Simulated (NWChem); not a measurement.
The numbers come from NWChem runs, not from measurements. System: formaldehyde (CH2O), charge 0, spin multiplicity 1, at a geometry optimised with PBE0/def2-SVP. Level: TDA-BHandHLYP/def2-SVPD.

The NWChem input:

```
start mol
memory heap 200 mb stack 800 mb global 1000 mb
geometry units angstroms nocenter noautoz
  C      0.000000     0.000000     0.522802
  O      0.000000     0.000000    -0.673269
  H     -0.944428     0.000000     1.124670
  H      0.944428     0.000000     1.124670
  symmetry group C2v
end
basis spherical
  * library def2-svpd
end
dft
  xc bhlyp
  semidirect memsize 60000000 filesize 0
  iterations 100
end
tddft
  cis
  nroots 6
  notriplet
  thresh 1e-4
end
task tddft energy
```

NWChem printed:

```
             Northwest Computational Chemistry Package (NWChem) 7.3.0
             --------------------------------------------------------

                                NWChem Input Module
                                -------------------

 Scaling coordinates for geometry "geometry" by  1.889725989
 (inverse scale =  0.529177249)

 Turning off AUTOSYM since
 SYMMETRY directive was detected!

                             Geometry "geometry" -> ""
                             -------------------------

 Output coordinates in angstroms (scale by  1.889725989 to convert to a.u.)

  No.       Tag          Charge          X              Y              Z
 ---- ---------------- ---------- -------------- -------------- --------------
    1 C                    6.0000     0.00000000     0.00000000     0.52280200
    2 O                    8.0000     0.00000000     0.00000000    -0.67326900
    3 H                    1.0000    -0.94442800     0.00000000     1.12467000
    4 H                    1.0000     0.94442800     0.00000000     1.12467000

 Effective nuclear repulsion energy (a.u.)      31.3560320609

            Nuclear Dipole moment (a.u.)
            ----------------------------
        X                 Y               Z
 ---------------- ---------------- ----------------
     0.0000000000     0.0000000000     0.0000000000

      Symmetry information
      --------------------

 Group name             C2v
 Group number             16
 Group order               4
 No. of unique centers     3

      Symmetry unique atoms

     1    2    3


 Summary of "ao basis" -> "" (spherical)
 ------------------------------------------------------------------------------
       Tag                 Description            Shells   Functions and Types
 ---------------- ------------------------------  ------  ---------------------
 *                         def2-svpd                  on all atoms

                                 NWChem DFT Module
                                 -----------------

 Summary of "ao basis" -> "ao basis" (spherical)
 ------------------------------------------------------------------------------
[...]
     Dipole Oscillator Strength                    0.1532301036
     Electric Quadrupole                           0.0000000468
     Magnetic Dipole                               0.0000000000
     Total Oscillator Strength                     0.1532301504

          sigma_e =   2.7073 Angstrom
          sigma_h =   1.2600 Angstrom
         |d_h->e| =   0.0119 Angstrom
            d_exc =   2.9481 Angstrom
            d_CD1 =   1.4591 Angstrom
            d_CD2 =  -1.9718 Angstrom
            d_CD3 =   2.9600 Angstrom
     Pearson C.C. =   0.0331

     Occ.    7  b2  ---  Virt.    9  b2       0.12351
     Occ.    8  b1  ---  Virt.   11  b1      -0.98479
     Occ.    8  b1  ---  Virt.   16  b1      -0.06118
     Occ.    8  b1  ---  Virt.   23  b1       0.06060
  ----------------------------------------------------------------------------
  Root   5 singlet a1             0.369375299 a.u.               10.0512 eV
  ----------------------------------------------------------------------------
     Transition Moments    X -0.00000   Y -0.00000   Z  0.64056
     Transition Moments   XX -0.51018  XY -0.00000  XZ  0.00000
     Transition Moments   YY  0.51247  YZ  0.00000  ZZ -1.08684
     Dipole Oscillator Strength                    0.1010414143
     Electric Quadrupole                           0.0000001761
     Magnetic Dipole                               0.0000000000
     Total Oscillator Strength                     0.1010415903

          sigma_e =   1.5953 Angstrom
          sigma_h =   1.0181 Angstrom
         |d_h->e| =   0.8142 Angstrom
            d_exc =   2.0567 Angstrom
            d_CD1 =   1.3913 Angstrom
            d_CD2 =  -0.4925 Angstrom
            d_CD3 =   2.8709 Angstrom
     Pearson C.C. =   0.0044

     Occ.    4  a1  ---  Virt.   10  a1      -0.07149
     Occ.    5  b1  ---  Virt.   11  b1      -0.06569
     Occ.    5  b1  ---  Virt.   16  b1       0.08570
     Occ.    5  b1  ---  Virt.   23  b1       0.05433
     Occ.    6  a1  ---  Virt.   26  a1       0.08044
     Occ.    6  a1  ---  Virt.   37  a1       0.05642
     Occ.    7  b2  ---  Virt.    9  b2      -0.86225
     Occ.    8  b1  ---  Virt.   11  b1      -0.14207
     Occ.    8  b1  ---  Virt.   16  b1       0.40274
     Occ.    8  b1  ---  Virt.   20  b1      -0.08299
     Occ.    8  b1  ---  Virt.   23  b1       0.06784
     Occ.    8  b1  ---  Virt.   27  b1       0.12520
  ----------------------------------------------------------------------------
  Root   6 singlet a2             0.373030881 a.u.               10.1507 eV
  ----------------------------------------------------------------------------
     Transition Moments    X  0.00000   Y -0.00000   Z -0.00000
     Transition Moments   XX -0.00000  XY -0.23683  XZ -0.00000
     Transition Moments   YY -0.00000  YZ  0.00000  ZZ  0.00000
     Dipole Oscillator Strength                    0.0000000000
     Electric Quadrupole                           0.0000000155
     Magnetic Dipole                               0.0000000646
     Total Oscillator Strength                     0.0000000801

          sigma_e =   2.5481 Angstrom
          sigma_h =   1.2601 Angstrom
         |d_h->e| =   0.4905 Angstrom
            d_exc =   2.8739 Angstrom
            d_CD1 =   1.7784 Angstrom
            d_CD2 =  -1.4137 Angstrom
            d_CD3 =   3.3643 Angstrom
     Pearson C.C. =   0.0097

     Occ.    5  b1  ---  Virt.    9  b2       0.21062
     Occ.    5  b1  ---  Virt.   18  b2       0.05594
     Occ.    8  b1  ---  Virt.   13  b2       0.97173
     Occ.    8  b1  ---  Virt.   25  b2      -0.05775

              Target root =      1
          Target symmetry = none
      Ground state energy =   -114.358157045607
        Excitation energy =      0.155472593039
     Excited state energy =   -114.202684452568

  stored tddft:energy   -114.20268445256821

 Task  times  cpu:       26.8s     wall:       26.8s

 Total times  cpu:       26.9s     wall:       26.9s
```
